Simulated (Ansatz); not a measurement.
# CH6OSi: the cost of one run

All numbers below are computed with Ansatz 0.2.0 (RKS CAM-B3LYP-D4/6-31G).

## (1) The system as given

Bond lengths: Si1–O2 1.680 Å, O2–C3 1.420 Å, C3–H4 1.110 Å, C3–H5 1.110 Å, C3–H6 1.110 Å, Si1–H7 1.460 Å, Si1–H8 1.459 Å, Si1–H9 1.459 Å. Angles: Si1–O2–C3 125.0°, O2–Si1–H7 109.5°, O2–Si1–H8 109.5°, O2–Si1–H9 109.5°, H7–Si1–H8 109.5°, H7–Si1–H9 109.5°, H8–Si1–H9 109.5°, O2–C3–H4 109.5°, O2–C3–H5 109.5°, O2–C3–H6 109.5°, H4–C3–H5 109.4°, H4–C3–H6 109.4°, H5–C3–H6 109.4°.

Structure file:

```xyz
9

Si    0.0000    0.0000    0.0000
O     0.0000    0.0000    1.6800
C    -1.1112   -0.3437    2.4945
H    -1.8140   -0.9775    1.9143
H    -0.7584   -0.9037    3.3856
H    -1.6313    0.5809    2.8212
H     1.3768    0.0000   -0.4862
H    -0.6877    1.1914   -0.4862
H    -0.6877   -1.1914   -0.4862
```

## (2) Relaxing the start

input.yaml

```yaml
crystal:
  periodic: [false, false, false]
  atoms:
    - { symbol: Si, position_ang: [0.0, 0.0, 0.0] }
    - { symbol: O, position_ang: [0.0, 0.0, 1.68] }
    - { symbol: C, position_ang: [-1.1112, -0.3437, 2.4945] }
    - { symbol: H, position_ang: [-1.814, -0.9775, 1.9143] }
    - { symbol: H, position_ang: [-0.7584, -0.9037, 3.3856] }
    - { symbol: H, position_ang: [-1.6313, 0.5809, 2.8212] }
    - { symbol: H, position_ang: [1.3768, 0.0, -0.4862] }
    - { symbol: H, position_ang: [-0.6877, 1.1914, -0.4862] }
    - { symbol: H, position_ang: [-0.6877, -1.1914, -0.4862] }
basis:
  gaussian: { orbitals: "6-31G" }
hamiltonian:
  xc: cam_b3lyp
  dispersion: d4
relax:
  f_tol: 0.02
  max_steps: 40
```

Run with:

```sh
$ ansatz run input.yaml --threads 1 --pin off --max-ram 2048MiB --backend cpu --events-out ev --progress --plain --runs-dir out
```

What time and memory should one allow on 1 thread of Intel Xeon 6975P-C (Granite Rapids), shared host?

About 11 s, with a peak of 0.14 GiB.
